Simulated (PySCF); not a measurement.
# One shape, several levels: AlHF (SMILES [F][AlH])

Aim: a comparison of 6 runs (U-r2SCAN/STO-3G, UM06-2X/STO-3G, USVWN5/STO-3G, NEVPT2(3,3)/STO-3G, UCCSDT/STO-3G, UCISD/STO-3G) of AlHF. Input form: a Python script.

Program for the calculation: PySCF 2.14.0.

9 further runs of the same task are left out: 9 set aside as unsound or not needed.

### Step 1. Starting point

AlHF has 3 atoms, charge 0, and is taken as a doublet. As SMILES, `[F][AlH]`. The Al2–H3 distance was set to 1.929 Å, away from the relaxed value.

Bond lengths: F1–Al2 1.656 Å.

### Step 2. A single-point energy at U-r2SCAN/STO-3G (run 1)

Input file calc.py:

```python
from pyscf import gto, dft

mol = gto.M(
    atom='F 0.917679 1.211989 0.625556; Al -0.421921 0.636789 -0.159544; H -0.485400 -1.276100 -0.399300',
    max_memory=1860,
    spin=1,
    verbose=3,
    basis='sto-3g',
)

myscf = dft.UKS(mol)
myscf.xc = 'r2scan'
myscf.grids.level = 5
myscf.conv_tol = 1e-10
myscf.kernel()
if not myscf.converged:
    myscf = myscf.newton().run(myscf.mo_coeff, myscf.mo_occ)

e_final = myscf.e_tot
print('E = %.10f Eh' % e_final)
```

Started as:

```
$ OMP_NUM_THREADS=1 python calc.py
```

Standard output:

```text
WARN: HOMO -0.130470273742322 >= LUMO -0.130470273742321

converged SCF energy = -338.362194085883  <S^2> = 0.76237003  2S+1 = 2.012332
E = -338.3621940859 Eh
```

Wall time 6.3 s (1 thread of Arm Neoverse N1, shared host); peak memory 0.18 GiB.

### Step 3. A single-point energy at UM06-2X/STO-3G (run 2)

Input file geometry.xyz:

```xyz
3
AlFH
F      0.917679     1.211989     0.625556
Al    -0.421921     0.636789    -0.159544
H     -0.485400    -1.276100    -0.399300
```

Input file input.py:

```python
from pyscf import gto, dft

system = gto.Mole()
system.atom = 'geometry.xyz'
system.max_memory = 1860
system.verbose = 3
system.spin = 1
system.basis = 'sto-3g'
system.charge = 0
system.build()

ks = dft.UKS(system, xc='m06-2x')
ks.grids.level = 5
ks.conv_tol = 1e-10
ks.kernel()
if not ks.converged:
    ks = ks.newton().run(ks.mo_coeff, ks.mo_occ)

e_final = ks.e_tot
print('E = %.10f Eh' % e_final)
```

Started as:

```
$ OMP_NUM_THREADS=1 python input.py
```

Standard output:

```text
WARN: HOMO -0.122875368555725 >= LUMO -0.122875368555724

converged SCF energy = -338.419299768523  <S^2> = 0.76559289  2S+1 = 2.0155326
E = -338.4192997685 Eh
```

Wall time 6.3 s (1 thread of Arm Neoverse N1, shared host); peak memory 0.18 GiB.

Runs 3 to 4 aren't shown in full; the table further down has their settings and results.

### Step 4. A single-point energy at UCCSDT/STO-3G (run 5)

Input file run.py:

```python
from pyscf import gto, cc

system = gto.M(
    atom='''
F      1.734162     2.290327     1.182130
Al    -0.797315     1.203357    -0.301494
H     -0.917273    -2.411480    -0.754568
''',
    verbose=3,
    basis='sto-3g',
    spin=1,
    charge=0,
    max_memory=1860,
    unit='bohr',
)

hf = system.UHF()
hf.conv_tol = 1e-10
hf.kernel()
if not hf.converged:
    hf = hf.newton().run(hf.mo_coeff, hf.mo_occ)

mycc = cc.CCSDT(hf, frozen=6)
mycc.kernel()
e_final = mycc.e_tot
print(f'total energy: {e_final:.8f} hartree')
```

Started as:

```
$ OMP_NUM_THREADS=1 python run.py
```

Standard output:

```text
converged SCF energy = -337.550091645966  <S^2> = 0.81900735  2S+1 = 2.0678562
_make_eris_incore_UCCSDT

WARN: A large `blksize_v_aaa` is being used, which may cause large memory consumption
      for storing contraction intermediates. If memory is sufficient, consider using
      `pyscf.cc.uccsdt_highm.UCCSDT` instead.

WARN: A large `blksize_v_aab` is being used, which may cause large memory consumption
      for storing contraction intermediates. If memory is sufficient, consider using
      `pyscf.cc.uccsdt_highm.UCCSDT` instead.

UCCSDT converged
E(UCCSDT) = -337.6135179761114   E_corr = -0.06342633014530659
E_corr(same-spin) = -0.00912542934674996
E_corr(oppo-spin) = -0.0543009007985566
total energy: -337.61351798 hartree
```

Run time: 1.8 s. Hardware: 1 thread of Arm Neoverse N1, shared host; peak memory 0.12 GiB.

### Step 5. The energy at UCISD/STO-3G (run 6)

Input file calc.py:

```python
from pyscf import gto, ci

mol = gto.Mole()
mol.atom = [
    ('F', (0.917679, 1.211989, 0.625556)),
    ('Al', (-0.421921, 0.636789, -0.159544)),
    ('H', (-0.485400, -1.276100, -0.399300)),
]
mol.spin = 1
mol.basis = 'sto-3g'
mol.charge = 0
mol.verbose = 4
mol.max_memory = 1860
mol.build()

calc0 = mol.UHF()
calc0.conv_tol = 1e-10
calc0.kernel()
if not calc0.converged:
    calc0 = calc0.newton().run(calc0.mo_coeff, calc0.mo_occ)

cisd = ci.CISD(calc0, frozen=6)
cisd.kernel()
energy = cisd.e_tot
print('E = %.10f Eh' % energy)
```

Started as:

```
$ OMP_NUM_THREADS=1 python calc.py
```

Standard output:

```text
PySCF version 2.14.0

[INPUT] num. atoms = 3
[INPUT] num. electrons = 23
[INPUT] charge = 0
[INPUT] spin (= nelec alpha-beta = 2S) = 1
[INPUT] symmetry False subgroup None
[INPUT] Mole.unit = angstrom
[INPUT] Symbol           X                Y                Z      unit          X                Y                Z       unit  Magmom
[INPUT]  1 F      0.917679000000   1.211989000000   0.625556000000 AA    1.734161980265   2.290327275985   1.182129515578 Bohr   0.0
[INPUT]  2 Al    -0.421921000000   0.636789000000  -0.159544000000 AA   -0.797315136203   1.203356809136  -0.301494464818 Bohr   0.0
[INPUT]  3 H     -0.485400000000  -1.276100000000  -0.399300000000 AA   -0.917273060864  -2.411479507557  -0.754567641539 Bohr   0.0

nuclear repulsion = 42.5272167872668
number of shells = 9
number of NR pGTOs = 45
number of NR cGTOs = 15
basis = sto-3g
ecp = {}

[... 69 lines left out ...]
converged SCF energy = -337.550091692154  <S^2> = 0.81900722  2S+1 = 2.0678561
[... 1 line left out ...]
******** <class 'pyscf.ci.ucisd.UCISD'> ********
CISD nocc = (np.int64(6), np.int64(5)), nmo = (9, 9)
frozen orbitals 6
max_cycle = 50
direct = 0
conv_tol = 1e-09
max_cycle = 50
max_space = 12
lindep = 0
nroots = 1
Init t2, MP2 energy = -0.0401541076258906
UCISD converged
E(UCISD) = -337.6078875794504  E_corr = -0.05779588729662163
E = -337.6078875795 Eh
```

Run time: 1.1 s. Hardware: 1 thread of Arm Neoverse N1, shared host; peak memory 0.12 GiB.

### Step 6. All runs side by side

```csv
run,level,integration grid,active selection,energy (Eh),dipole moment (D) of the reference,HOMO energy (eV),LUMO energy (eV),wall time
1,U-r2SCAN/STO-3G,5,–,-338.362194,1.67,-0.61,1.75,6.3 s
2,UM06-2X/STO-3G,5,–,-338.419300,1.87,-2.74,3.60,6.3 s
3,USVWN5/STO-3G,5,–,-336.670144,1.37,0.01,1.32,2.8 s
4,"NEVPT2(3,3)/STO-3G",–,mp2 natural orbitals,-337.606873,2.38,–,–,1.6 s
5,UCCSDT/STO-3G,–,–,-337.613518,2.04,-5.11,6.94,1.8 s
6,UCISD/STO-3G,–,–,-337.607888,2.04,-5.11,6.94,1.1 s
```

### Step 7. What came out

| quantity | value |
| --- | --- |
| run 6: total energy | -337.60789 Eh |
| run 6: dipole moment (Hartree–Fock density) | 2.04 D |
| run 6: HOMO energy (Hartree–Fock orbitals) (highest over α and β) | -5.11 eV |
| run 6: LUMO energy (Hartree–Fock orbitals) (lowest over α and β) | 6.94 eV |
| run 6: correlation energy (6 core orbitals frozen) | -57.8 mEh |
| run 6: ⟨S²⟩ of the reference determinant | 0.819 |

In words: Over runs 1, 2, 3 the dipole moment (its size) runs from 1.37 D (USVWN5/STO-3G) to 1.87 D (UM06-2X/STO-3G). Totals of different functionals can't be ranked against each other. In runs 1, 2, 3, 4, 5, 6 the basis is minimal, so the values are rough. All runs together took 20 s, the longest 6.3 s.
